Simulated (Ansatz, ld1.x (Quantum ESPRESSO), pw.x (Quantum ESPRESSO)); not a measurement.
**niobium (Nb): does the TM potential hold in the solid?**

```json
{
  "Element": "niobium",
  "Generator": "ld1.x (Quantum ESPRESSO) 7.5",
  "Type": "norm-conserving Troullier–Martins (Kleinman–Bylander form)",
  "Functional": "PBE",
  "Relativity": "scalar-relativistic",
  "Frozen core": "[Kr]",
  "Valence charge": "5",
  "Reference configuration": "4d4.5 5s0.5 5p0",
  "Partial waves": "5p (bound, empty): rc 4.20 bohr; 4d (bound): rc 1.80 bohr; 5s (bound): rc 2.50 bohr",
  "Local potential": "the s channel",
  "Core correction": "Bessel-smoothed model core inside 1.75 bohr"
}
```

Atomic tests: cutoffs needed: 35 Ry and 45 Ry (the cutoffs (Ry, on a coarse ladder) from which the occupation-weighted sum of valence levels, in a spherical-Bessel basis at the reference potential, stays within 10 and 1 mRy of its value at 400 Ry); ghost test: no extra level below or beside the all-electron valence levels (p, d, s, f tested) (spherical-Bessel basis up to 400 Ry, 20 bohr box); largest excitation error: -2153 meV (all-electron minus pseudo) for 4d1 5s0 5p0, out of 7 test configurations.

Crystal test: bcc Nb in pw.x 7.5, no spin, 14³ k-points, Fermi–Dirac smearing 0.01 Ry, cutoffs 55/220 Ry. The reference is all-electron LAPW (Ansatz 0.2.0) with the same functional, mesh and smearing; V0 and B0 come from Birch–Murnaghan fits to the pressures at five volumes. Errors are pseudo minus all-electron; Δ is the rms difference of the E(V) curves that follow from these fits, minima aligned, over ±6 % about the mean V0. Mesh and smearing are coarse, so the numbers serve the comparison and aren't converged zero-temperature values; the lattice is a test structure that the element need not adopt.

| V (Å³/atom) | P all-electron (GPa) | P pseudo (GPa) |
| --- | --- | --- |
| 17.270 | 9.63 | 15.93 |
| 17.725 | 4.62 | 10.28 |
| 18.179 | 0.16 | 5.25 |
| 18.633 | -3.83 | 0.78 |
| 19.088 | -7.38 | -3.18 |

All-electron: a0 = 3.314 Å (V0 = 18.20 Å³/atom), B0 = 167.9 GPa.

Pseudopotential: mean pressure error (GPa): +5.17; a0 (Å): 3.345; a0 error (%): +0.95; B0 error (%): +0.9; Δ (meV/atom): 19.5. The largest radius (4.20 bohr) exceeds half the bond length (2.71 bohr), so the spheres overlap, which is one possible source of error among others. This is a poor potential for the solid.

Q: At the middle volume, how do free energy and pressure move when the wave cutoff is lowered (ecutrho kept at four times it)?

A:

| cutoff (Ry) | shift of F (meV/atom) | shift of P (GPa) |
| --- | --- | --- |
| 25 | +984.5 | -30.87 |
| 33 | +156.3 | -7.36 |
| 44 | +4.6 | -0.45 |

Input at the middle volume:

```
&control
  calculation='scf', prefix='x', pseudo_dir='./', outdir='./tmp', tstress=.true., disk_io='none'
/
&system
  ibrav=0, nat=1, ntyp=1, ecutwfc=55, ecutrho=220, nbnd=9,
  occupations='smearing', smearing='fd', degauss=0.01
/
&electrons
  conv_thr=1e-09, mixing_beta=0.4, electron_maxstep=70
/
ATOMIC_SPECIES
Nb 1.0 Nb.UPF
CELL_PARAMETERS angstrom
  -1.65641822 1.65641822 1.65641822
  1.65641822 -1.65641822 1.65641822
  1.65641822 1.65641822 -1.65641822
ATOMIC_POSITIONS crystal
Nb 0.0000 0.0000 0.0000
K_POINTS automatic
14 14 14 0 0 0
```

```bash
pw.x < Nb.scf.in > Nb.scf.out
```

Lines of the output:

```
Message from routine setup:
     using ibrav=0 with symmetry is DISCOURAGED, use correct ibrav instead
     lattice parameter (alat)  =       5.4216  a.u.
     unit-cell volume          =     122.6780 (a.u.)^3
     number of electrons       =         5.00
     number of Kohn-Sham states=            9
     kinetic-energy cutoff     =      55.0000  Ry
     charge density cutoff     =     220.0000  Ry
     scf convergence threshold =      1.0E-09
     Exchange-correlation= PBE
     number of k points=   104  Fermi-Dirac smearing, width (Ry)=  0.0100
     iteration #  1     ecut=    55.00 Ry     beta= 0.40
     total energy              =     -25.71106379 Ry
     estimated scf accuracy    <       0.11757570 Ry
     iteration #  2     ecut=    55.00 Ry     beta= 0.40
     total energy              =     -25.70658036 Ry
     estimated scf accuracy    <       0.01897704 Ry
     iteration #  3     ecut=    55.00 Ry     beta= 0.40
     total energy              =     -25.71012449 Ry
     estimated scf accuracy    <       0.00021152 Ry
     iteration #  4     ecut=    55.00 Ry     beta= 0.40
     total energy              =     -25.71008986 Ry
     estimated scf accuracy    <       0.00022557 Ry
     iteration #  5     ecut=    55.00 Ry     beta= 0.40
     total energy              =     -25.71013198 Ry
     estimated scf accuracy    <       0.00000101 Ry
     iteration #  6     ecut=    55.00 Ry     beta= 0.40
     total energy              =     -25.71013241 Ry
     estimated scf accuracy    <          7.0E-09 Ry
     iteration #  7     ecut=    55.00 Ry     beta= 0.40
     total energy              =     -25.71013241 Ry
     estimated scf accuracy    <          1.1E-09 Ry
     iteration #  8     ecut=    55.00 Ry     beta= 0.40
     total energy              =     -25.71013241 Ry
     estimated scf accuracy    <          1.1E-09 Ry
     iteration #  9     ecut=    55.00 Ry     beta= 0.40
     the Fermi energy is    10.9815 ev
!    total energy              =     -25.71013241 Ry
     estimated scf accuracy    <          1.5E-11 Ry
     smearing contrib. (-TS)   =      -0.00637779 Ry
     The total energy is F=E-TS. E is the sum of the following terms:
     one-electron contribution =       8.33155721 Ry
     hartree contribution      =       0.16073730 Ry
     xc contribution           =     -19.66319003 Ry
     ewald contribution        =     -14.53285910 Ry
     convergence has been achieved in   9 iterations
          total   stress  (Ry/bohr**3)                   (kbar)     P=       52.50
     Message from routine punch:
     Nothing written, as per user request (disk_io='none')
```

The run at the middle volume (104 k-points, 9 iterations) took about 6.5 s on one core of a shared host (Intel(R) Xeon(R) Platinum 8375C CPU @ 2.90GHz, 128 threads, 992 GiB, load 53).
